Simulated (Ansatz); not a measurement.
We consider corundum (α-Al2O3), described by r²SCAN0 (Ansatz, an electronic-structure program, plane waves, PAW).

Numerical settings: plane-wave cutoff 520 eV, 6×6×6 k mesh, Fermi–Dirac smearing 0.01 eV, scalar-relativistic PAW data made under PBE.

Cell (measured lattice):

```
CELL_PARAMETERS angstrom
     -4.54181    -2.37850     0.00000
     -4.54181     2.37850     0.00000
     -3.29621     0.00000    -3.92687
ATOMIC_POSITIONS crystal
  Al 0.85218 0.85218 0.85218
  Al 0.35218 0.35218 0.35218
  Al 0.14782 0.14782 0.14782
  Al 0.64782 0.64782 0.64782
  O  0.44375 0.05625 0.75000
  O  0.05625 0.75000 0.44375
  O  0.55625 0.94375 0.25000
  O  0.25000 0.55625 0.94375
  O  0.94375 0.25000 0.55625
  O  0.75000 0.44375 0.05625
```

Q: Give the computed band gap.

A: 
band gap: 9.46 eV (on the SCF k mesh) (direct)

Note: cell and atoms aren't relaxed at this level (largest force component 0.07 eV/Å, pressure -5.0 GPa).

The computed numbers hold no vibrational or temperature effects.

Cost on a shared machine: around 6 core-minutes (rough).
